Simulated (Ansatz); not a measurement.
CH5N, singlet: the ladder up to RCCSDTQ

Geometry: MP2(full)/6-31G*, from the G2/97 set.

```json
{"atom": "C", "x (Å)": "0.0302", "y (Å)": "0.7392", "z (Å)": "0.0000"}
{"atom": "N", "x (Å)": "0.0302", "y (Å)": "-0.7249", "z (Å)": "0.0000"}
{"atom": "H", "x (Å)": "-0.9632", "y (Å)": "1.2110", "z (Å)": "0.0000"}
{"atom": "H", "x (Å)": "-0.4797", "y (Å)": "-1.0647", "z (Å)": "0.8124"}
{"atom": "H", "x (Å)": "-0.4797", "y (Å)": "-1.0647", "z (Å)": "-0.8124"}
{"atom": "H", "x (Å)": "0.5713", "y (Å)": "1.0915", "z (Å)": "0.8807"}
{"atom": "H", "x (Å)": "0.5713", "y (Å)": "1.0915", "z (Å)": "-0.8807"}
```

Basis 6-31G; Ansatz 0.2.0. Only valence electrons are correlated (noble-gas cores frozen), which leaves 14 electrons in 26 orbitals. R marks a restricted (for open shells ROHF) determinant. Active spaces: valence = (14e, 13o) chosen from the atoms' valence shells.

Full CI isn't at hand for all of this; RCCSDTQ serves as the reference, and is uncertain by about the last step of the cluster series.

* UHF ⟨S²⟩: 0.000
* T1 diagnostic (RCCSD): 0.0062
* largest doubles amplitude (RCCSD): 0.039

```tsv
level	E − E(RHF) (eV)
RMP2	-5.5671
RCCSD	-6.2641
RCCSD(T)	-6.3696
```

(1) Estimate how far RCCSDTQ in 6-31G lies from RCCSD(T). The table doesn't fix it; the size of (T) and the diagnostics are the guide.

(1) RCCSDTQ in 6-31G lies 1.9 kJ/mol below RCCSD(T), which is 19 % of the (T) step (-10.2 kJ/mol). The diagnostics are small and one determinant leads, so the series closes fast and only a small part of (T) is left.

The other levels:

| level | E − E(RCCSDTQ) (kJ/mol) | share of correlation (%) | wall time |
| --- | --- | --- | --- |
| CISD | 56.0 | 90.91 | 0.51 s |
| BCCD(T) | 1.9 | 99.68 | 0.37 s |
| RCCSDT | 1.1 | 99.83 | – |
| CISDTQ | 3.1 | 99.50 | 6 s (H100) |
| RCCSDT(Q) | -0.1 | 100.01 | 2 s |
| CASSCF (valence space) | 233.7 | 62.09 | – |
| NEVPT2 (valence space) | 44.0 | 92.86 | 11 s (H100) |
| MRCISD (valence space) | 8.9 | 98.55 | – |
| MRCISD+Q (valence space) | 1.2 | 99.80 | 26 s (H100) |

The correlation energy at RCCSDTQ, counted from RHF, is -6.390 eV. That run took 9 s on 5 threads of AMD EPYC 7R13 with a whole H100 80 GB, shared host.

Times hold each run's SCF and search for its determinant on a shared host, so for small cases they say little of a method's own cost; rows without a card ran on 1 thread of AMD EPYC 7R13.

Natural occupations of CASSCF (valence space) about the gap: 1.980 1.977 1.976 1.974 1.971 0.028 0.025 0.024 0.023 0.022; effectively unpaired electrons, Σ n²(2−n)², 0.03.

Atomization energy (electronic, same basis, no zero-point term; atoms at the same level, unrestricted beside the R rows where the molecule is a closed shell, with restricted open-shell steps beyond CCSDT(Q)) at RCCSDTQ: 2037.9 kJ/mol. Errors of other levels:

```
                   level  error (kJ/mol)
                     RHF          -428.7
                    RMP2           -23.3
                    CISD           -53.0
                   RCCSD           -10.3
                RCCSD(T)            -1.4
                 BCCD(T)            -1.2
                  RCCSDT            -1.1
                  CISDTQ            -2.8
               RCCSDT(Q)             0.1
  CASSCF (valence space)           -84.6
  NEVPT2 (valence space)             7.5
  MRCISD (valence space)            -7.2
MRCISD+Q (valence space)            -1.6
```

This basis is far from its limit, so the value isn't to be set against a measured one. Truncated CI isn't size-consistent, which counts against it in atomization.
